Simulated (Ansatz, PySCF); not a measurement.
This PySCF input computes a CCSD(T)/cc-pVDZ energy:

```python
from pyscf import gto, scf, mp, cc as ccmod

mol = gto.M(
    atom='''
    C     1.31060113    0.01504024    0.00000187
    C     0.00000000   -0.00000000   -0.00000000
    C    -1.31060113   -0.01504024   -0.00000187
    H     1.87750632   -0.40569906   -0.83203234
    H     1.86769925    0.44867841    0.83203769
    H    -1.87662651    0.32924458   -0.86704697
    H    -1.86857905   -0.37222393    0.86704163
    ''',
    basis='cc-pvdz',
    charge=1,
    spin=1,
    verbose=4,
)

mf = scf.UHF(mol)
mf.conv_tol = 1e-10
mf.max_cycle = 100
mf.kernel()
mo, _, stable, _ = mf.stability(return_status=True)
if not stable:
    mf.kernel(mf.make_rdm1(mo, mf.mo_occ))
mp2 = mp.MP2(mf, frozen=3).run()
cc = ccmod.CCSD(mf, frozen=3)
cc.max_cycle = 100
cc.kernel()
et = cc.ccsd_t()
print(f'E(CCSD(T)) = {cc.e_tot + et:.9f}')
```

Write an input for the same energy in Ansatz (a first-principles code) and say what it gives.


Ansatz 0.2 input:
```yaml
crystal:
  periodic: [false, false, false]
  atoms:
    - {symbol: C, position_ang: [1.31060113, 0.01504024, 0.00000187]}
    - {symbol: C, position_ang: [0.00000000, -0.00000000, -0.00000000]}
    - {symbol: C, position_ang: [-1.31060113, -0.01504024, -0.00000187]}
    - {symbol: H, position_ang: [1.87750632, -0.40569906, -0.83203234]}
    - {symbol: H, position_ang: [1.86769925, 0.44867841, 0.83203769]}
    - {symbol: H, position_ang: [-1.87662651, 0.32924458, -0.86704697]}
    - {symbol: H, position_ang: [-1.86857905, -0.37222393, 0.86704163]}
basis:
  gaussian:
    orbitals: cc-pVDZ
total_charge: 1
magnetization: {spin_polarized: true, initial_magnetization: 1}
correlation: {method: ccsd_t, electrons: outside_noble_gas}
```
It gives -115.96801 Eh, and PySCF -115.96801 Eh, a difference of 0.00 mEh.
